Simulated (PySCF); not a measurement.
sulfur dioxide (O2S), SMILES O=S=O.

Geometry: B3LYP-D3(BJ)/def2-TZVP.

The numbers are results of B3LYP-D3(BJ)/def2-TZVP (PySCF), not measurements.

Frequencies are harmonic and unscaled.

```
mode  ν (cm⁻¹)  IR (km/mol)  Raman (Å⁴/amu)  depolarisation  moving atoms (share of kinetic energy)
----  --------  -----------  --------------  --------------  --------------------------------------
1          522         30.0             3.6            0.72                          O 72 %, S 28 %
2         1179         31.5            26.8            0.18                          O 78 %, S 22 %
3         1376        214.4            10.7            0.75                          O 57 %, S 43 %
```
